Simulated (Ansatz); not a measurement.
**C₇H₁₆: one species, many methods**

Aim: compute C₇H₁₆ with functionals from several rungs and with coupled cluster. The yardstick is the atomisation energy at the CCSD(T) limit.

The runs use Ansatz 0.2.0, Gaussian basis; functionals in def2-TZVPP, the program's frozen cores in correlated methods.

Levels to be run: PBE-D4, r2SCAN-D4, PBE0-D4, B3LYP-D4, ωB97X-V, ωB97M-V, B2PLYP; CCSD(T)/def2-TZVPP; MP2/def2-QZVPP; extrapolation to the limit.

1 further run of the same task is left out (it didn't finish).

## (1) The relaxed structure

The geometry comes from an earlier relaxation with PBE0-D4 in a triple-zeta def2 set; it is a stationary point, not always the lowest conformer.

SMILES `CCC(CC)CC`, 23 atoms, charge 0, spin multiplicity 1.

Atoms are counted from 1 here; the program's logs count them from 0.

Bond lengths: C1–C2 1.521 Å, C1–H8 1.093 Å, C1–H9 1.093 Å, C1–H10 1.092 Å, C2–C3 1.532 Å, C2–H11 1.094 Å, C2–H12 1.096 Å, C3–C4 1.528 Å, C3–C6 1.529 Å, C3–H13 1.100 Å, C4–C5 1.520 Å, C4–H14 1.096 Å, C4–H15 1.094 Å, C5–H16 1.092 Å, C5–H17 1.092 Å, C5–H18 1.094 Å, C6–C7 1.520 Å, C6–H19 1.096 Å and more. Angles: C2–C1–H8 111.9°, C2–C1–H9 111.8°, C2–C1–H10 110.7°, H8–C1–H9 107.6°, H8–C1–H10 107.4°, H9–C1–H10 107.3°, C1–C2–C3 115.3°, C1–C2–H11 109.1°, C1–C2–H12 109.1°, C3–C2–H11 109.2°, C3–C2–H12 108.0°, H11–C2–H12 105.7°, C2–C3–C4 113.0°, C2–C3–C6 111.3°, C2–C3–H13 106.4°, C4–C3–C6 111.6°, C4–C3–H13 107.1°, C6–C3–H13 107.0° and more.

## (2) PBE-D4 (GGA)

The input, in.yaml:

```yaml
crystal:
  periodic: [false, false, false]
  atoms:
    - {symbol: C, position_ang: [-1.072242, -0.480885, -1.996470]}
    - {symbol: C, position_ang: [-0.031224, -1.121220, -1.091083]}
    - {symbol: C, position_ang: [0.219325, -0.396248, 0.234599]}
    - {symbol: C, position_ang: [0.699259, 1.042419, 0.046416]}
    - {symbol: C, position_ang: [1.953001, 1.182199, -0.800753]}
    - {symbol: C, position_ang: [-1.006142, -0.466937, 1.146175]}
    - {symbol: C, position_ang: [-0.743058, -0.064649, 2.588271]}
    - {symbol: H, position_ang: [-2.046439, -0.406900, -1.507528]}
    - {symbol: H, position_ang: [-0.779466, 0.526510, -2.302828]}
    - {symbol: H, position_ang: [-1.207803, -1.070459, -2.906057]}
    - {symbol: H, position_ang: [0.913043, -1.208298, -1.637464]}
    - {symbol: H, position_ang: [-0.336927, -2.148403, -0.862847]}
    - {symbol: H, position_ang: [1.028482, -0.944087, 0.739856]}
    - {symbol: H, position_ang: [-0.110182, 1.639080, -0.390517]}
    - {symbol: H, position_ang: [0.891123, 1.479401, 1.030640]}
    - {symbol: H, position_ang: [2.303257, 2.216859, -0.816010]}
    - {symbol: H, position_ang: [1.783717, 0.880044, -1.836832]}
    - {symbol: H, position_ang: [2.765010, 0.564023, -0.406256]}
    - {symbol: H, position_ang: [-1.390355, -1.493386, 1.129748]}
    - {symbol: H, position_ang: [-1.804520, 0.161177, 0.734892]}
    - {symbol: H, position_ang: [-1.632445, -0.212774, 3.205242]}
    - {symbol: H, position_ang: [0.063640, -0.663501, 3.021347]}
    - {symbol: H, position_ang: [-0.459055, 0.986045, 2.677469]}
basis:
  gaussian: {orbitals: def2-TZVPP}
hamiltonian: {xc: pbe, dispersion: d4}
output: {forces: true, orbitals: {seedname: orbitals}}
```

After this run come: r2SCAN-D4 (meta-GGA); PBE0-D4 (hybrid); B3LYP-D4 (hybrid); ωB97X-V (range-separated); ωB97M-V (range-separated); B2PLYP (double hybrid); CCSD(T) in def2-TZVPP; MP2 in def2-QZVPP.

**Question.** What will the summary of the whole plan be? Wanted: atomisation energy, CCSD(T)/CBS; farthest; mean size of error, hybrid; mean size of error, range-separated; gap, smallest and largest; T1 diagnostic; triples share of the correlation energy.

**Answer**, as computed:

| quantity | value |
| --- | --- |
| atomisation energy, CCSD(T)/CBS | 2183.8 kcal/mol |
| functionals within 10.9 kcal/mol (0.5 %) | r2SCAN-D4, B3LYP-D4, ωB97X-V, ωB97M-V |
| farthest | PBE-D4 (+34.0 kcal/mol) |
| mean size of error, hybrid | 8.2 kcal/mol |
| mean size of error, range-separated | 3.8 kcal/mol |
| gap, smallest and largest | 7.51 eV (PBE-D4), 13.88 eV (ωB97X-V) |
| T1 diagnostic | 0.0085 |
| triples share of the correlation energy | 3.8 % |

PBE-D4 is off by +34.0 kcal/mol. Double hybrids carry the basis error of their MP2 part in triple zeta, and no dispersion term here, so their miss is partly the set-up's. Misses under about 10.9 kcal/mol are within the doubt on the reference itself, which lacks core-valence correlation, relativity and higher excitations. Hartree-Fock recovers 76 % of the binding; the rest is correlation. Orbital gaps span 7.5 to 13.9 eV; exact exchange widens them.
